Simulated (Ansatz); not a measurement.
This geometry of BClH4O (7 atoms, charge 0, multiplicity 1) is a first-order saddle point.

Method: RKS LDA/def2-SVP (Ansatz 0.2.0).

```xyz
7
Properties=species:S:1:pos:R:3
B 0.039 -0.330 -0.083
Cl -0.042 0.157 2.095
H 1.093 0.194 -0.374
H -1.032 0.048 -0.526
O 0.149 -1.733 0.269
H -0.705 -2.196 0.162
H 0.148 -1.169 1.548
```

(1) Which two structures does it join? (They come from a converged band through this point; their orientation in space is the band's.)

(2) How far does it lie above each of them?

Answers

(1) Bonds broken: B1–Cl2, O5–H7. Bonds formed: Cl2–H7. BClH4O becomes BH3O + ClH.

First end point:

```xyz
7
Properties=species:S:1:pos:R:3
B 0.039 -0.140 0.130
Cl -0.146 0.439 1.877
H 1.099 0.198 -0.369
H -0.977 0.010 -0.537
O 0.142 -1.733 0.387
H -0.749 -2.110 0.222
H 0.241 -1.694 1.381
```

Last end point:

```xyz
7
Properties=species:S:1:pos:R:3
B -0.113 -0.380 -0.535
Cl 0.734 -0.329 3.010
H 0.502 0.601 -0.164
H -0.524 -0.549 -1.672
O -0.336 -1.327 0.403
H -0.832 -2.113 0.101
H 0.218 -0.933 1.948
```

(2) 50.4 kJ/mol above the first and 27.6 kJ/mol above the second. This is the barrier of this one path; another mechanism may lie lower. The orbitals stay closed-shell, which can raise the energy where a bond breaks towards radicals; this wasn't checked here.

The run took 53 s on 1 thread of Intel(R) Xeon(R) Platinum 8488C (Sapphire Rapids) (shared host), peak memory 0.13 GiB.
